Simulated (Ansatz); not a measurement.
Born–Oppenheimer molecular dynamics of H2S + H4Si (8 atoms, charge 0, multiplicity 1). It starts from a relaxed structure.

Computed with RKS revPBE-D4/STO-3G in Ansatz.

```
ensemble                      : NVE (Milne-controlled integrator)
time step                     : 0.5 fs
steps asked                   : 100
starting velocities drawn for : 700 K
masses                        : H 2.014 u
seed                          : 289916
```

First frame:

```xyz
8
Properties=species:S:1:pos:R:3
S -0.110 -0.514 -2.174
H -0.896 0.574 -2.451
H 1.019 0.221 -2.423
Si -0.003 -0.059 1.401
H -1.044 -1.033 1.111
H 1.288 -0.553 0.948
H 0.054 0.159 2.840
H -0.307 1.205 0.748
```

Question: What does the run give?

Answer: The run went to its last step.

```yaml
steps_done: 100
time_covered: 50 fs
mean_temperature_over_the_second_half: 466 K
spread_of_the_potential_energy_over_the_second_half: 4.8 meV per atom
mean_potential_energy_of_the_second_half_above_the_start: 22.7 meV per atom
```

The conserved energy stayed within 0.014 meV per atom of its start (net change -0.0031 meV per atom), so the integration is sound. A run of 0.05 ps of so small a system gives no equilibrium averages. Limits of this set-up: minimal basis.

Question: What happens to the structure?

Answer: The same pairs are bonded in the first frame and the last. Pairs count as bonded within 1.25 times the sum of covalent radii (0.12 Å more for H–H). Another seed would give other details.

Question: How do temperature and energy run in time?

Answer: 
```csv
time (fs),T (K),potential energy less start (eV),conserved less start (meV/atom)
0.0,700,0.000,0.00
1.5,619,0.063,-0.01
3.0,467,0.181,0.00
4.5,395,0.236,0.00
6.0,443,0.199,0.00
7.5,529,0.133,0.00
9.0,555,0.112,0.00
10.5,486,0.166,0.00
12.0,373,0.254,0.00
13.5,338,0.280,-0.01
15.0,451,0.193,-0.01
16.5,594,0.082,-0.01
18.0,612,0.068,-0.01
19.5,519,0.141,-0.01
21.0,441,0.200,0.00
22.5,445,0.198,0.00
24.0,495,0.159,0.00
25.5,537,0.127,0.00
27.0,537,0.126,0.00
28.5,482,0.169,0.00
30.0,401,0.232,-0.01
31.5,375,0.252,-0.01
33.0,439,0.202,-0.01
34.5,502,0.154,-0.01
36.0,491,0.162,-0.01
37.5,442,0.200,-0.01
39.0,411,0.224,0.00
40.5,419,0.218,0.00
42.0,455,0.190,0.00
43.5,503,0.153,0.00
45.0,532,0.130,0.00
46.5,512,0.146,0.00
48.0,455,0.190,-0.01
49.5,425,0.213,-0.01
```

Run time: 47 s on 1 thread of Intel(R) Xeon(R) 6975P-C (Granite Rapids), on a shared host, peak memory 0.085 GiB.
